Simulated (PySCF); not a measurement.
# Energy profile

The step: BH₃O ([BH2][OH]) + CH₄ → CH₅B ([BH2][CH3]) + H₂O (still joined by a long B–O bond); bonds formed: B1–C6, O2–H5; bonds broken: H5–C6; bonds weakened to dative contacts: B1–O2 (atoms numbered as in the saddle structure below).

B1  (0.141, 0.302, -0.751)
O2  (-1.425, 0.102, -0.738)
H3  (0.691, -0.524, -1.427)
H4  (0.414, 1.455, -0.914)
H5  (-0.737, -0.126, 0.273)
C6  (0.473, -0.087, 0.945)
H7  (-1.647, -0.721, -1.184)
H8  (0.410, -1.118, 1.304)
H9  (0.147, 0.604, 1.725)
H10  (1.532, 0.113, 0.767)
(Å)

Electronic energies by CCSD(T) at an estimated basis limit (MP2 extrapolated from triple and quadruple zeta, plus CCSD(T) − MP2 in triple zeta), on PBE0-D4/def2-TZVP structures; CH₇BO, closed shell; no counterpoise correction. PySCF 2.14 with density fitting (its default auxiliary sets; JK sets also for MP2 and CCSD(T)); basis: def2-TZVPP and def2-QZVPP; cores frozen in the correlated methods. Extrapolation: Hartree–Fock as exp(−7.88 √X), correlation as X^−2.97.

Question: Give the profile in kJ/mol, counted from the separated reactants. (An estimate is asked for; the value comes from the calculation.)

Answer: The calculation gives:
```
                                                                                                   point  kJ/mol
 separated: BH₃O (linked as [BH2][OH]; B1, O2, H3, H4, H7; singlet) + CH₄ (H5, C6, H8, H9, H10; singlet)     0.0
                                                                                         start structure    -3.7
                                                                                                  saddle   215.7
                                                                                           end structure    97.7
separated: CH₅B (linked as [BH2][CH3]; B1, H3, H4, C6, H8, H9, H10; singlet) + H₂O (O2, H5, H7; singlet)   141.7
```

No T1 diagnostic of these runs exceeds 0.014. The start structure is not quite a true minimum (one mode of 45i cm⁻¹).

For scale, one of the runs: CCSD(T)/def2-TZVPP, 191 basis functions, launched by `OMP_NUM_THREADS=4 python run.py`. Hardware: 4 CPU threads of an Intel Xeon, shared host. Wall time 5.6 min; peak host memory 2 GiB.
